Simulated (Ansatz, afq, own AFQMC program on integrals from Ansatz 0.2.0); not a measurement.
## SiGeH$_{2}$⁺, doublet: AFQMC among the cluster methods

```
atom   x (Å)    y (Å)    z (Å)
  Si  0.0000  -0.0039   1.5661
  Ge  0.0000  -0.0238  -0.5845
   H  0.0000   1.3266   0.5226
   H  0.0000   0.5003  -2.0341
```

Connectivity, by distances: Si–GeH, 1 bridging H.

Basis cc-pVTZ. Noble-gas cores (and the filled d shells of Ga–Kr and In–Xe) are frozen. Ansatz 0.2.0 and our own AFQMC program on the same integrals; the CISD trial comes from CCSD amplitudes, and released means the phaseless constraint is let go. ± is one standard error of the sampling. No spin–orbit coupling.

Determinant: ROHF, the one that the program's search chose, which needn't be the lowest solution. The geometry is a PBE0/def2-TZVP stationary point of this or a neighbouring charge and spin state.

No full CI on the walks' own integrals is used here; CCSDT(Q) serves as the reference and is uncertain by about the last step of the cluster series.

Cautions: no relativity below Rb; no spin-orbit coupling; inner d shell frozen; the released energies are still falling, so no released level is given (meV from the phaseless value at times in 1/Eh: -6 ± 4 at 0.24, -6 ± 4 at 0.51, -11 ± 4 at 0.99, -17 ± 4 at 1.62, -20 ± 4 at 2.40), though the last usable value meets CCSDT(Q) within the noise.

- T1 diagnostic: 0.0200
- weight of the determinant in the CISD state: 0.861
- size of the correlated space: 9 electrons in 86 orbitals

| level | correlation energy (eV) |
| --- | --- |
| MP2 | -4.9917 |
| CCSD | -5.8530 |
| CCSD(T) | -6.1388 |

**Question.** Estimate where phaseless AFQMC with a CISD trial lies against CCSD(T) on the same integrals.

**Answer.** 3.8 ± 0.5 kJ/mol below CCSD(T).

Reference: CCSDT(Q), correlation energy -6.198 eV.

```
        level  E − E(reference) (kJ/mol)  share of correlation (%)
      CCSD(T)                        5.7                     99.05
        CCSDT                        1.7                     99.72
ph-AFQMC/CISD                  1.9 ± 0.5                     99.68
```

A walk keeps the symmetry of its determinant, which the program's search chose and which needn't be the lowest solution, so a lower state of the same spin and another symmetry isn't excluded.
